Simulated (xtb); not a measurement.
H3N, charge +1, quartet, geometry from GFN2-xTB of the parent state (a state made from the parent by changing its charge; the spin is typed, not shown lowest); GFN2-xTB (xtb).

The xtb input:
```
$ xtb mol.xyz --gfn 2 --chrg 1 --uhf 3 --json

# file mol.xyz
4

N     -0.00088861     0.00220129     0.11002386
H      0.01587655     0.93846578    -0.27548989
H      0.81249024    -0.48875726    -0.24050098
H     -0.82214652    -0.46511757    -0.25417613
```

**Question.** Predict the main parts of the log of this xtb run.

**Answer.** 
```
   ID    Z sym.   atoms
    1    7 N      1
    2    1 H      2-4

           -------------------------------------------------
          |                Calculation Setup                |
           -------------------------------------------------

           -------------------------------------------------
          |                 G F N 2 - x T B                 |
           -------------------------------------------------

          ...................................................
          :                      SETUP                      :
          :.................................................:
          :  # basis functions                   7          :
          :  # atomic orbitals                   7          :
          :  # shells                            5          :
          :  # electrons                         7          :
          :  max. iterations                   250          :
          :  Hamiltonian                  GFN2-xTB          :
          :  restarted?                      false          :
          :  GBSA solvation                  false          :
          :  PC potential                    false          :
          :  electronic temp.          300.0000000     K    :
          :  accuracy                    1.0000000          :
          :  -> integral cutoff          0.2500000E+02      :
          :  -> integral neglect         0.1000000E-07      :
          :  -> SCF convergence          0.1000000E-05 Eh   :
          :  -> wf. convergence          0.1000000E-03 e    :
          :  Broyden damping             0.4000000          :
          :  net charge                          1          :
          :  unpaired electrons                  3          :
          ...................................................

 iter      E             dE          RMSdq      gap      omega  full diag
   1     -3.2424863 -0.324249E+01  0.573E+00    4.25       0.0  T
   2     -3.2693990 -0.269127E-01  0.237E+00    4.12       1.0  T
   3     -3.2730885 -0.368956E-02  0.590E-01    4.06       1.0  T
   4     -3.2730806  0.790167E-05  0.124E-01    4.06       1.0  T
   5     -3.2730908 -0.101235E-04  0.877E-03    4.06       5.7  T
   6     -3.2730902  0.591992E-06  0.210E-02    4.06       2.4  T
   7     -3.2730908 -0.597610E-06  0.225E-03    4.06      22.3  T
   8     -3.2730908 -0.593318E-08  0.410E-04    4.06     121.9  T
   9     -3.2730908 -0.390408E-10  0.996E-06    4.06    5019.5  T

   *** convergence criteria satisfied after 9 iterations ***

         :::::::::::::::::::::::::::::::::::::::::::::::::::::
         ::                     SUMMARY                     ::
         :::::::::::::::::::::::::::::::::::::::::::::::::::::
         :: total energy              -3.216944471516 Eh    ::
         :: gradient norm              0.544200739179 Eh/a0 ::
         :: HOMO-LUMO gap              4.059209195179 eV    ::
         ::.................................................::
         :: SCC energy                -3.273090774104 Eh    ::
         :: -> isotropic ES            0.163802849987 Eh    ::
         :: -> anisotropic ES         -0.003573645149 Eh    ::
         :: -> anisotropic XC          0.002507107207 Eh    ::
         :: -> dispersion             -0.000204497366 Eh    ::
         :: repulsion energy           0.056146302588 Eh    ::
         :: add. restraining           0.000000000000 Eh    ::
         :: total charge               1.000000000000 e     ::
         :::::::::::::::::::::::::::::::::::::::::::::::::::::

           -------------------------------------------------
          |                Property Printout                |
           -------------------------------------------------

    * Orbital Energies and Occupations

         #    Occupation            Energy/Eh            Energy/eV
      -------------------------------------------------------------
         1        2.0000           -1.0145364             -27.6069
         2        1.5000           -0.9149453             -24.8969
         3        1.5000           -0.9149453             -24.8969
         4        1.0000           -0.8586269             -23.3644
         5        1.0000           -0.2881525              -7.8410 (HOMO)
         6                         -0.1389793              -3.7818 (LUMO)
         7                         -0.1389793              -3.7818
      -------------------------------------------------------------
                  HL-Gap            0.1491732 Eh            4.0592 eV
             Fermi-level           -0.5642556 Eh          -15.3542 eV

     #   Z          covCN         q      C6AA      α(0)
     1   7 N        2.580     0.157    18.623     6.409
     2   1 H        0.860     0.281     0.772     1.377
     3   1 H        0.860     0.281     0.772     1.377
     4   1 H        0.860     0.281     0.772     1.377

 Mol. C6AA /au·bohr⁶  :         48.167520
 Mol. C8AA /au·bohr⁸  :        863.823290
 Mol. α(0) /au        :         10.538822

Wiberg/Mayer (AO) data.
largest (>0.10) Wiberg bond orders for each atom

 ---------------------------------------------------------------------------
     #   Z sym  total        # sym  WBO       # sym  WBO       # sym  WBO
 ---------------------------------------------------------------------------
     1   7 N    1.441 --     2 H    0.480     3 H    0.480     4 H    0.480
     2   1 H    0.728 --     1 N    0.480     4 H    0.124     3 H    0.124
     3   1 H    0.728 --     1 N    0.480     4 H    0.124     2 H    0.124
     4   1 H    0.728 --     1 N    0.480     3 H    0.124     2 H    0.124
 ---------------------------------------------------------------------------

Topologies differ in total number of bonds
Writing topology from bond orders to xtbtopo.mol

molecular dipole:
                 x           y           z       tot (Debye)
 q only:        0.003      -0.008      -0.377
   full:        0.002      -0.005      -0.255       0.648
molecular quadrupole (traceless):
                xx          xy          yy          xz          yz          zz
 q only:        0.568       0.000       0.567       0.014      -0.034      -1.135
  q+dip:        0.540       0.000       0.540       0.013      -0.032      -1.080
   full:        0.470       0.000       0.470       0.011      -0.028      -0.940

           -------------------------------------------------
          | TOTAL ENERGY               -3.216944471516 Eh   |
          | GRADIENT NORM               0.544200739179 Eh/α |
          | HOMO-LUMO GAP               4.059209195179 eV   |
           -------------------------------------------------

normal termination of xtb
```
